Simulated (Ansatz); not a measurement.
`C#CC(C)(C)C` + `CC(O)(O)F` → `COC(C)(O)F` + `C#CC(C)C`  (substitution at a C–C bond)

Isolated molecules relaxed with PBE0-D4/def2-TZVP in Ansatz; ΔE leaves out vibrations. CCSD(T)/CBS adds triple-zeta CCSD(T) − MP2 to the extrapolated MP2 energy (def2 sets, frozen cores). Functionals use def2-TZVPP. Each species was taken in one conformer, which may not be the lowest.

CCSD(T)/CBS gives +61.3 kJ/mol.

Problem. Another level gave +54.5 kJ/mol. Which?
A. MP2/def2-TZVPP
B. CCSD(T)/def2-TZVPP
C. HF/def2-TZVPP
D. B2PLYP/def2-TZVPP

Solution. D. B2PLYP 54.5, CCSD(T)/def2-TZVPP 59.9, HF/def2-TZVPP 45.6, MP2/def2-TZVPP 67.7 kJ/mol.

Largest T1 diagnostic among the species: 0.011.

In def2-TZVPP, CCSD(T) changes the Hartree–Fock value by +14.3 kJ/mol (the triples alone add +1.6 kJ/mol) and MP2 by +22.2 kJ/mol. The D4 term adds +3.9 kJ/mol with B3LYP and +2.1 kJ/mol with PBE0; it sums over pairs of atoms, weighted by their polarisabilities, and B3LYP, whose exchange is more repulsive, gets the larger term.

B3LYP here is the variant with VWN-RPA as its local correlation; programs differ in this.
